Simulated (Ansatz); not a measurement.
**C₂H₇B (SMILES BCC): functionals against CCSD(T) at one geometry**

How do the functionals fare away from a minimum? The structure is a structure displaced at random from a GFN2-xTB minimum.

Program: Ansatz 0.2.0, Gaussian basis. Level of theory: single points in def2-TZVPP. These are calculated values, not measurements.

Correlated methods freeze the cores.

### Step 1. The starting structure

SMILES `BCC`, 10 atoms, charge 0, spin multiplicity 1.

Atoms are counted from 1 here; the program's logs count them from 0.

Bond lengths: B1–C2 1.619 Å, B1–H4 1.166 Å, B1–H5 1.158 Å, C2–C3 1.625 Å, C2–H6 0.972 Å, C2–H7 1.004 Å, C3–H8 1.122 Å, C3–H9 0.983 Å, C3–H10 1.034 Å. Angles: C2–B1–H4 119.7°, C2–B1–H5 114.8°, H4–B1–H5 124.1°, B1–C2–C3 110.3°, B1–C2–H6 114.7°, B1–C2–H7 107.1°, C3–C2–H6 107.0°, C3–C2–H7 110.9°, H6–C2–H7 106.7°, C2–C3–H8 104.3°, C2–C3–H9 109.3°, C2–C3–H10 111.6°, H8–C3–H9 101.3°, H8–C3–H10 113.9°, H9–C3–H10 115.5°.

Coordinates:

```xyz
10
charge 0, multiplicity 1
B    -0.9511    0.8058   -0.8021
C     0.4962    0.3471   -0.2391
C     0.3389   -0.9439    0.7348
H    -1.9188    0.3053   -0.3863
H    -0.9416    1.7767   -1.4333
H     0.9709    1.0287    0.2666
H     1.0674    0.1285   -1.0348
H     1.3854   -1.1639    1.0752
H    -0.0828   -0.6646    1.5780
H    -0.1180   -1.7335    0.2483
```

### Step 2. CCSD(T)/def2-TZVPP

File run/in.yaml:

```yaml
crystal:
  periodic: [false, false, false]
  atoms:
    - {symbol: B, position_ang: [-0.951100, 0.805800, -0.802100]}
    - {symbol: C, position_ang: [0.496200, 0.347100, -0.239100]}
    - {symbol: C, position_ang: [0.338900, -0.943900, 0.734800]}
    - {symbol: H, position_ang: [-1.918800, 0.305300, -0.386300]}
    - {symbol: H, position_ang: [-0.941600, 1.776700, -1.433300]}
    - {symbol: H, position_ang: [0.970900, 1.028700, 0.266600]}
    - {symbol: H, position_ang: [1.067400, 0.128500, -1.034800]}
    - {symbol: H, position_ang: [1.385400, -1.163900, 1.075200]}
    - {symbol: H, position_ang: [-0.082800, -0.664600, 1.578000]}
    - {symbol: H, position_ang: [-0.118000, -1.733500, 0.248300]}
basis:
  gaussian: {orbitals: def2-TZVPP}
correlation: {method: ccsd_t}
output: {forces: true}
```

No record of the launch command was kept for these runs.

### Step 3. PBE0-D4/def2-TZVPP

Edit run/in.yaml of step 2 so:

```diff
@@ -15,3 +15,3 @@
   gaussian: {orbitals: def2-TZVPP}
-correlation: {method: ccsd_t}
-output: {forces: true}
+hamiltonian: {xc: pbe0, dispersion: d4}
+output: {forces: true, orbitals: {seedname: orbitals}}
```

### Step 4. wB97M-V/def2-TZVPP

Edit run/in.yaml of step 3 so:

```diff
@@ -15,3 +15,3 @@
   gaussian: {orbitals: def2-TZVPP}
-hamiltonian: {xc: pbe0, dispersion: d4}
-output: {forces: true, orbitals: {seedname: orbitals}}
+hamiltonian: {xc: {name: wB97M-V}}
+output: {forces: true}
```

### Step 5. r2SCAN-D4/def2-TZVPP

Edit run/in.yaml of step 4 so:

```diff
@@ -15,3 +15,3 @@
   gaussian: {orbitals: def2-TZVPP}
-hamiltonian: {xc: {name: wB97M-V}}
+hamiltonian: {xc: r2scan, dispersion: d4}
 output: {forces: true}
```

### Step 6. PBE-D4/def2-TZVPP

Edit run/in.yaml of step 5 so:

```diff
@@ -15,3 +15,3 @@
   gaussian: {orbitals: def2-TZVPP}
-hamiltonian: {xc: r2scan, dispersion: d4}
+hamiltonian: {xc: pbe, dispersion: d4}
 output: {forces: true}
```

### Step 7. BHLYP-D4/def2-TZVPP

Edit run/in.yaml of step 6 so:

```diff
@@ -15,3 +15,3 @@
   gaussian: {orbitals: def2-TZVPP}
-hamiltonian: {xc: pbe, dispersion: d4}
+hamiltonian: {xc: {name: BHLYP}, dispersion: d4}
 output: {forces: true}
```

### Step 8. wB97X-V/def2-TZVPP

Edit run/in.yaml of step 7 so:

```diff
@@ -15,3 +15,3 @@
   gaussian: {orbitals: def2-TZVPP}
-hamiltonian: {xc: {name: BHLYP}, dispersion: d4}
+hamiltonian: {xc: {name: wB97X-V}}
 output: {forces: true}
```

(Steps that only read results are left out.)

What does the calculation give? Wanted: energy less free atoms, CCSD(T)/def2-TZVPP; RMS force component; RMS force error; HOMO and LUMO, PBE0-D4; T1 diagnostic.

**Answer**, as computed:

| quantity | value |
| --- | --- |
| energy less free atoms, CCSD(T)/def2-TZVPP | -36.286 eV |
| RMS force component | 2.485 to 2.615 eV/Å over the methods |
| RMS force error | PBE0-D4 0.090, wB97M-V 0.061, r2SCAN-D4 0.073, PBE-D4 0.132, BHLYP-D4 0.145, wB97X-V 0.077 eV/Å |
| HOMO and LUMO, PBE0-D4 | -8.25 and -1.43 eV |
| T1 diagnostic | 0.008 |

**Reading.** Against CCSD(T) the functionals' energies less atoms differ by -1.129 to -0.424 eV, PBE-D4 by -1.129 eV. The reference is not at the basis limit: in triple zeta CCSD(T) underbinds, which counts against methods that bind more; the gaps are no ranking. On forces the order runs from wB97M-V to BHLYP-D4. Frozen-core CCSD(T) forces in triple zeta carry basis errors of their own, and this is one geometry, so small gaps rank nothing.
